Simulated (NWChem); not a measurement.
Species: CH$_{2}$ cation, doublet

```xyz
3

C     -0.0937    -0.0172     0.0000
H      0.2658     0.0487    -1.0358
H      0.2658     0.0487     1.0358
```
Atoms are numbered in this order, from 1.

Level: PBE0-D3(BJ)/def2-TZVP, spin-unrestricted (NWChem), optimised geometry, unscaled harmonic frequencies. 

```
frequency (cm⁻¹)  IR intensity (km/mol)
----------------  ---------------------
929                                44.1
2993                               26.2
3246                              178.3
```

```json
{
 "zero_point_energy": "10.2 kcal/mol",
 "thermal correction to the enthalpy at 298.15 K (with zero-point energy)": "12.6 kcal/mol",
 "heat capacity Cv": "6.4 cal/(mol K)",
 "entropy at 298.15 K and 1 atm (symmetry number 2, electronic part: spin degeneracy alone)": "45.7 cal/(mol K)"
}
```

Rigid rotor and harmonic oscillator.
